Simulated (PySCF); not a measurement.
PySCF job for ethane (C₂H₆), SMILES CC, B3LYP/pcJ-1. Geometry: r2SCAN-D4/def2-TZVP.

```python
import numpy as np
from pyscf import gto, scf, dft
from pyscf.prop.ssc import rks as ssc

mol = gto.M(
    atom='''
    C     0.00000000   -0.00000000   -0.76162381
    C    -0.00000000    0.00000000    0.76162381
    H    -0.88134751   -0.50884622   -1.15943988
    H     0.88134750   -0.50884622   -1.15943989
    H     0.00000000    1.01769244   -1.15943989
    H    -0.88134750    0.50884622    1.15943989
    H     0.88134751    0.50884622    1.15943988
    H    -0.00000000   -1.01769244    1.15943989
    ''',
    basis='pcJ-1',
    charge=0,
    spin=0,
    max_memory=1600,
    verbose=3,
)
mf = dft.RKS(mol, xc='b3lyp')
mf.grids.level = 3
mf.conv_tol = 1e-10
mf.max_cycle = 100
mf.kernel()
j = ssc.SSC(mf)
j.with_fcsd = True
j.max_cycle_cphf = 80
j.conv_tol = 1e-7
e11 = j.kernel()
```

Program output:

```
converged SCF energy = -79.8406605873434
Reduced spin-spin coupling constant K (Hz)
               #0        #1        #2        #3        #4
        0 C    0.00000
        1 C   18.80640   0.00000
        2 H   16.74370  -0.45521   0.00000
        3 H   16.74353  -0.45531  -0.43888   0.00000
        4 H   16.74426  -0.45542  -0.43890  -0.43889   0.00000
        5 H   -0.45536  16.74365   0.13585   0.56925   0.13586
        6 H   -0.45532  16.74352   0.56924   0.13585   0.13586
        7 H   -0.45533  16.74424   0.13585   0.13585   0.56926
               #5        #6        #7
        5 H    0.00000
        6 H   -0.43886   0.00000
        7 H   -0.43891  -0.43891   0.00000
Spin-spin coupling constant J (Hz)
               #0        #1        #2        #3        #4
        0 C    0.00000
        1 C   37.11499   0.00000
        2 H  131.38640  -3.57198   0.00000
        3 H  131.38510  -3.57281 -13.69306   0.00000
        4 H  131.39076  -3.57367 -13.69370 -13.69338   0.00000
        5 H   -3.57315 131.38604   4.23845  17.76073   4.23879
        6 H   -3.57284 131.38501  17.76043   4.23837   4.23880
        7 H   -3.57290 131.39065   4.23856   4.23866  17.76089
               #5        #6        #7
        5 H    0.00000
        6 H  -13.69256   0.00000
        7 H  -13.69386 -13.69395   0.00000
```

The run converged.

Cost: about 2.2 core-minutes (a rough figure).
